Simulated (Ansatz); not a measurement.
## What each rung costs, and what it gives

The pair of HF (SMILES F, atoms 1–2) and CH$_{2}$O (SMILES C=O, atoms 3–6), both closed shells, in one local arrangement (a lower one may exist), relaxed at PBE0-D4/def2-TZVP:

```tsv
atom	x (Å)	y (Å)	z (Å)
F1	0.0960	0.5665	-2.1432
H2	0.3170	-0.0154	-1.4369
C3	-0.1105	-0.1294	0.9037
O4	0.4745	-0.7649	0.0671
H5	-0.1248	-0.4555	1.9574
H6	-0.6522	0.7987	0.6518
```

Interaction energies are counterpoise-corrected; the time is that of the whole pair.

Program: Ansatz 0.2.0. Basis: as named in each row. Cores are frozen in the correlated methods. B3LYP uses VWN-RPA correlation. Extrapolation: Hartree–Fock as exp(−7.88 √X), correlation as X^−2.97.

Times are rough, for one single point on 2 threads of a shared host (Arm Neoverse V2).

The estimate by CCSD(T) at an estimated basis limit (MP2 extrapolated from triple and quadruple zeta, plus CCSD(T) − MP2 in triple zeta) is -8.44 kcal/mol.

```
   method        basis  time (s)  interaction energy (kcal/mol)  method less estimate
   PBE-D4  def2-TZVPPD         1                          -8.92                 -0.48
revPBE-D4  def2-TZVPPD         1                          -7.66                  0.78
  BLYP-D4  def2-TZVPPD         1                          -8.25                  0.18
  PBE0-D4  def2-TZVPPD         1                          -9.14                 -0.71
 HSE06-D4  def2-TZVPPD         1                          -9.11                 -0.67
 B3LYP-D4  def2-TZVPPD         2                          -8.87                 -0.43
r2SCAN-D4  def2-TZVPPD         2                          -9.25                 -0.81
   B2PLYP  def2-TZVPPD         2                          -8.21                  0.23
  wB97X-V  def2-TZVPPD         4                          -8.85                 -0.41
  wB97M-V  def2-TZVPPD         4                          -8.68                 -0.24
   B97M-V  def2-TZVPPD         4                          -8.44                  0.00
      MP2  def2-QZVPPD         6                          -8.13                  0.31
  CCSD(T)  def2-TZVPPD        22                          -7.81                  0.63
```

T1 diagnostic: at most 0.016.
